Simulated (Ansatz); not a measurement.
A made-up structure of CH5AlMg, closed shell:

```
8
angstrom
C -1.1056 1.6888 -0.7195
Mg -0.0292 0.0429 -0.0145
Al 1.3878 -2.1204 0.9045
H -1.9684 1.3841 -1.3217
H -0.4891 2.3391 -1.3497
H -1.4893 2.3074 0.0991
H -0.6538 -0.1233 1.5795
H 0.8253 -3.6217 0.8905
```

It is relaxed with PBE-D4/def2-SVP and then PBE0-D4/def2-TZVP (Ansatz 0.2.0). Atoms count as bonded within 1.22 times the sum of their covalent radii (H–H: 0.88 Å). The end point is not checked to be a true minimum.

Question: Does its bonding change? (A judgement: the text doesn't fix the answer.)

Answer: The calculation gives: Yes. Formed: Al3–H7; broken: none.

Where it ends: The first stage lowers the energy by 1.31 eV in 10 steps. It ends as CH₅AlMg ([CH3][Mg]1[H][AlH]1):
```xyz
8
angstrom
C -1.1136 1.8461 -0.7525
Mg -0.1779 0.1112 -0.0993
Al 1.0661 -2.0392 0.6388
H -2.0129 1.6162 -1.3326
H -0.4579 2.4465 -1.3894
H -1.4222 2.4733 0.0896
H -0.4590 -1.2792 1.2588
H 1.0553 -3.2781 1.6548
```

Labels in which every atom is bracketed show which atoms are joined, not bond orders.

For scale, one of the runs: PBE0-D4/def2-TZVP relaxation, 130 basis functions, launched by `ansatz run in.yaml --threads 2 --pin off --events-out ev --progress --plain --max-ram 4352MiB`. Hardware: 2 CPU threads of an Arm Neoverse V1, shared host. Wall time about 21 s.
